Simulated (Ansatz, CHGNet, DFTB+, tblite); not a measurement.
# Ladder of methods for the Voigt–Reuss–Hill bulk modulus of diamond

Reference value: 442 GPa (measured, temperature not stated, no zero-point or thermal correction, from single-crystal Cij; as tabulated in Råsander and Moram (2015), arXiv:1505.02379).

Question: What do DFTB cp2k-scc, GFN2-xTB, CHGNet-r²SCAN, PBE-D3(BJ) give, and how far is each from the reference?

Answer: 
```
level (code)           value (GPa)  cell (Å³/atom)  difference (%)
---------------------  -----------  --------------  --------------
DFTB cp2k-scc (DFTB+)          533            5.63             +21
GFN2-xTB (tblite)              542            5.54             +23
CHGNet-r²SCAN                  444            5.64            +0.5
PBE-D3(BJ) (Ansatz)            442            5.63             0.0
```

The reference's temperature isn't stated, so close values are not ranked against it.

The reference isn't brought to a static lattice, while the calculations are for one, so the differences are not the levels' errors alone. A static lattice is as a rule stiffer than a warm one, by over a tenth in soft solids.  GFN2-xTB: the method was fitted mainly to molecules. GFN2-xTB: the run uses a supercell at the zone centre in place of a k mesh. PBE-D3(BJ): the dispersion coefficients are held fixed in the derivatives. Each level is taken at its own relaxed cell. Ansatz's density-functional and Hartree–Fock values are scalar-relativistic unless marked +SOC, with PAW data made under PBE.

Machine-learned potentials (CHGNet-r²SCAN) are trained on DFT data: a solid inside that data is no test of them.

Differences are worked out from the printed values.

Ansatz is a quantum-chemistry and plane-wave program.
